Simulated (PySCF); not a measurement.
Give a GFN2-xTB geometry of InChI=1S/C3H5N3/c1-6-4-2-3-5-6/h2-3H,1H3.

```
atom  x, y, z in Å
C1    -1.8026   -0.0362   -0.0193
N2    -0.3721   -0.0053   -0.0128
N3     0.3514   -1.0806    0.1793
C4     1.6061   -0.6553    0.1294
C5     1.5818    0.7217   -0.1012
N6     0.3135    1.0977   -0.1851
H7    -2.1964    0.4090    0.8964
H8    -2.1171   -1.0751   -0.0850
H9    -2.1753    0.5266   -0.8744
H10    2.4329   -1.3222    0.2532
H11    2.3832    1.4222   -0.2065
```

Orientation and origin are arbitrary. Atoms count from 1 in this order. The C–N distances run from 1.325 Å (C5–N6, aromatic) to 1.431 Å (C1–N2, drawn single), a spread of 0.106 Å. The 6 heavy atoms lie in one plane (0.003 Å rms). N3 (pyridine-type nitrogen) is bent (angle 104.7°). The 5-membered ring N2–N3–C4–C5–N6 has internal angles of 104.7° to 114.9° (sum 540°, against 540° for a flat polygon); it is planar, 0.00 Å rms from its mean plane, widest ring torsion 0°.

Bonds between heavy atoms (Å): C1–N2 1.431, N2–N3 1.310, N3–C4 1.326, C4–C5 1.396, C5–N6 1.325, N2–N6 1.310.

Computed geometry: GFN2-xTB, gas phase.

Point group: near Cs, missed by 0.33 Å at most; the miss may be what the optimiser left on a soft mode. Not checked by GFN2-xTB frequencies.
